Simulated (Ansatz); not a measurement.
**Relaxing Si3B**

These are results of DFT r2SCAN, scalar-relativistic, plane waves, PAW (Ansatz 0.2.0), not measurements. Cutoff 500 eV, Γ-centred k mesh, Gaussian smearing, no spin polarisation in the final step.

Si3B was placed on the Cu3Au (L1_2) structure type (Pm-3m, No. 221), with B in place of Au, Si in place of Cu, at a guessed volume.

```
CELL_PARAMETERS angstrom
3.68371 0.00000 0.00000
0.00000 3.68371 0.00000
0.00000 0.00000 3.68371
ATOMIC_POSITIONS crystal
Si 0.00000 0.50000 0.50000
Si 0.50000 0.00000 0.50000
Si 0.50000 0.50000 0.00000
B 0.00000 0.00000 0.00000
```

Steps on the 6×6×6 mesh (4 atoms). 4 of 5 steps are shown, and the free energy counts from the last. Trial steps that were taken back and renewals of the plane-wave basis can be among the rows.

```
step  ΔF (meV/atom) V (Å³/atom) P (GPa)
   1           16.0        12.50    -6.13
   2            2.2        12.01    -2.60
   3            0.1        11.67     0.65
   5            0.0        11.74    -0.03
```

A final relaxation ran on a 14×14×14 mesh. The relaxed crystal, Pm-3m (No. 221):

Space group Pm-3m (No. 221). a = 3.606 Å, b = 3.606 Å, c = 3.606 Å, α = 90.00°, β = 90.00°, γ = 90.00°
```tsv
atom	site	symmetry	x	y	z
Si	3c	4/mm.m	0.0000	0.5000	0.5000
B	1a	m-3m	0.0000	0.0000	0.0000
```

* Volume per atom: 11.72 Å³
* Density: 3.37 g/cm³
* Energy over the elements: 1.12 eV/atom
* Gap on the 14×14×14 mesh: 0 eV (a metal)

Formation energies are uncorrected and refer to the elements' standard structures at the same level.

The final run used a 14×14×14 mesh on its 4-atom cell and 0.10 eV smearing. The k mesh leaves about 4 meV/atom of noise in metals.

A structure relaxed within its symmetry needn't be a true minimum.

Cost: 3 runs of about 0.97 core-minutes in all, on Arm Neoverse V1 (shared hosts).